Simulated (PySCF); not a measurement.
**Static response to an electric field**

1H-phosphole, C4H5P.
Geometry (GFN2-xTB, Å), atoms numbered from 1 in this order:
```xyz
10
C4H5P angstrom
C     -0.3689   -1.0564    0.2662
C      0.9743   -0.6147    0.0022
C      1.0561    0.6609   -0.4201
P     -0.5827    1.3678   -0.6821
C     -1.3061   -0.1156    0.0456
H     -0.5777   -2.0495    0.6323
H      1.8247   -1.2599    0.1588
H      1.9657    1.1759   -0.6781
H     -0.6097    2.1443    0.4772
H     -2.3666   -0.2483    0.1754
```

Level: PBE0/def2-SVPD (PySCF), static field, nuclei fixed, core orbitals frozen in the response. The polarisability tensor in these axes (au):

```
x   72.42 -4.56 -0.74
y   -4.56 79.16 -9.63
z   -0.74 -9.63 51.23
```

Diagonalise the tensor; give its mean and Δα, where Δα² is half the sum of the squared differences of the eigenvalues.

Principal values 48.06, 71.07 and 83.70 au; mean 67.61 au = 10.02 Å³ = 11.15 × 10⁻⁴⁰ C²·m²/J; Δα = 31.30 au (46 % of the mean).

What is the dipole moment, and where does it point?

(0.28, -0.43, 0.72) D, 0.88 D in size, pointing from the negative to the positive side. Measured along this direction, the outermost atoms are P4 at the negative end and H7 and H6 at the positive end.

Orientational against electronic polarisability at 298 K (dilute gas, rigid molecules)?

In Gaussian units μ²/3kT = 6.34 Å³ against 10.02 Å³, a ratio of 0.63; the Debye molar polarisation (4π/3)N_A(α + μ²/3kT) is 41.3 cm³/mol, leaving out the vibrational part.

Molar refractivity from α?

Lorentz–Lorenz: R = (4π/3)N_A α = 2.5225 cm³/(mol·Å³) × 10.02 Å³ = 25.3 cm³/mol, in the limit of long wavelengths.

Traceless (Buckingham) quadrupole moment about the centre of nuclear charge: eigenvalues?

-5.88, 2.00, 3.87 D·Å. The values depend on the origin, since the dipole doesn't vanish. The electronic extent ⟨r²⟩ about the same centre is 424 bohr², a root-mean-square distance of 1.64 Å for the 44 electrons.

Along which axes do the principal values lie, and how far do the nuclei extend along each?

Largest value along (-0.35, 0.90, -0.26), where the nuclei span 3.83 Å; middle along (0.93, 0.31, -0.18), 4.64 Å; least along (0.09, 0.31, 0.95), 1.33 Å. The strongest response doesn't lie along the longest of the three spans.

What would n − 1 = 2πNα be for an ideal gas of these molecules at 350 K and 1 atm, electronic part alone?

N = p/kT = 2.0968 × 10¹⁹ cm⁻³, so n − 1 = 2π × N × 10.02 × 10⁻²⁴ cm³ = 1320 × 10⁻⁶ at long wavelengths.

Geometry: GFN2-xTB; no solvent, vibrations or thermal averaging.
